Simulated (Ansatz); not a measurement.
C3H4F2 can be A, `C=CC(F)F`, or B, `FC1(F)CC1`.

Program: Ansatz. Geometries: PBE0-D4/def2-TZVP. ΔE: electronic, gas phase. CCSD(T)/CBS is the MP2 limit (def2-TZVPP, def2-QZVPP) plus CCSD(T) − MP2 in def2-TZVPP, frozen cores. DFT in def2-TZVPP. B3LYP here is the variant with VWN-RPA as its local correlation; programs differ in this. One conformer a species, not always the lowest.

(1) Which is lower in electronic energy at CCSD(T)/CBS, and by how much? (Estimate.)

(2) Give E(B) − E(A) in kJ/mol with B3LYP, r2SCAN-D4, CCSD(T)/def2-SVP, CCSD(T)/def2-TZVPP, BLYP-D4, B2PLYP, HF/def2-TZVPP. (An estimate is asked.)

(3) Does the order hold for the free energy at 298.15 K (harmonic terms from PBE0-D4)? (Estimate.)

Largest T1 diagnostic: 0.012.

Answers

(1) Computed: A, by 44.1 kJ/mol.

(2) Computed: B3LYP 45.4, r2SCAN-D4 29.4, CCSD(T)/def2-SVP 36.2, CCSD(T)/def2-TZVPP 42.9, BLYP-D4 52.7, B2PLYP 44.1, HF/def2-TZVPP 53.8. None reverses the order clearly.

(3) Ansatz gave: Yes: G(B) − G(A) = +48.8 kJ/mol, for one conformer each.

From r2SCAN to r2SCAN0 (25 % exact exchange), in def2-TZVPP and without D4, E(B) − E(A) moves by −5.0 kJ/mol. Leaving LDA and LC-ωPBE aside and taking each functional with its dispersion term where it has one, the values spread over 30.7 kJ/mol, from PBE0-D4 to BLYP-D4. LDA lies −17.6 kJ/mol from PBE without D4.
